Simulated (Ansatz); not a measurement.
# CH3Si (quartet): the correlation ladder, cc-pVTZ

An exercise on one series of results from a longer session: the logs are not shown, and one member is left open.

Program: Ansatz 0.2.0, Gaussian basis. Level of theory: cc-pVTZ, core rule «outside noble gas», up to 6 orbitals frozen. These are calculated values, not measurements.

The runs, in order: UHF; CCSD(T) on ROHF; CCSD(T) on UHF; BCCD(T) on ROHF; CCSDT(Q) on ROHF; CCSDT(Q) on UHF; CASSCF and NEVPT2, 11 electrons in 11 orbitals.

5 further runs of the same task are left out: 5 set aside as unsound or not needed.

### The geometry

The geometry is a PBE0/def2-TZVP stationary point (not a proven minimum) of the parent state, kept for this charge and spin.

5 atoms, charge 0, spin multiplicity 4.

Atoms are counted from 1 here; the program's logs count them from 0.

Bond lengths: Si1–C2 1.705 Å, Si1–H3 1.496 Å, C2–H4 1.087 Å, C2–H5 1.083 Å. Angles: C2–Si1–H3 121.5°, Si1–C2–H4 120.3°, Si1–C2–H5 123.6°, H4–C2–H5 116.1°.

Set-up of the first run:

Contents of in.yaml:

```yaml
crystal:
  periodic: [false, false, false]
  atoms:
    - {symbol: Si, position_ang: [0.000000, -0.089015, 0.556798]}
    - {symbol: C, position_ang: [0.000000, 0.088130, -1.138555]}
    - {symbol: H, position_ang: [0.000000, 1.098328, 1.467598]}
    - {symbol: H, position_ang: [0.000000, 1.078590, -1.586971]}
    - {symbol: H, position_ang: [0.000000, -0.746740, -1.828263]}
basis:
  gaussian: {orbitals: cc-pVTZ}
magnetization: {spin_polarized: true, initial_magnetization: 3}
hamiltonian: {xc: hf}
output: {orbitals: {seedname: orbitals}}
```

The run is started by

```sh
$ ansatz run in.yaml --threads 1 --pin off --events-out ev --progress --plain --max-ram 2816MiB --backend cpu
```

Steps of the session up to this table: UHF; CCSD(T) on ROHF; CCSD(T) on UHF; BCCD(T) on ROHF; CCSDT(Q) on ROHF; CCSDT(Q) on UHF; CASSCF and NEVPT2, 11 electrons in 11 orbitals.

One of the session's tables, all rows but one given; the rest of the session is left out.

```
        method  from UCCSDT(Q) (kJ/mol)
          ROHF                   +710.0
           UHF                   +694.3
          RMP2                   +110.6
          UMP2                   +111.9
         RCCSD                    +26.6
         UCCSD                        ?
      RCCSD(T)                     +3.8
      UCCSD(T)                     +3.7
       BCCD(T)                     +3.8
        RCCSDT                     +1.0
        UCCSDT                     +0.8
     RCCSDT(Q)                     +0.3
     UCCSDT(Q)                        0
CASSCF valence                   +518.7
NEVPT2 valence                   +125.2
```

**Question.** Estimate the row for UCCSD.

**Answer.** from UCCSDT(Q) (kJ/mol): +26.1. In the column «from UCCSDT(Q) (kJ/mol)» it lies between BCCD(T) (+3.8) and RCCSD (+26.6).

To keep in mind: Restricted and unrestricted rows rest on different reference determinants; where their highest levels disagree by more than a few hundredths of an eV, they describe different states and don't form one ladder.
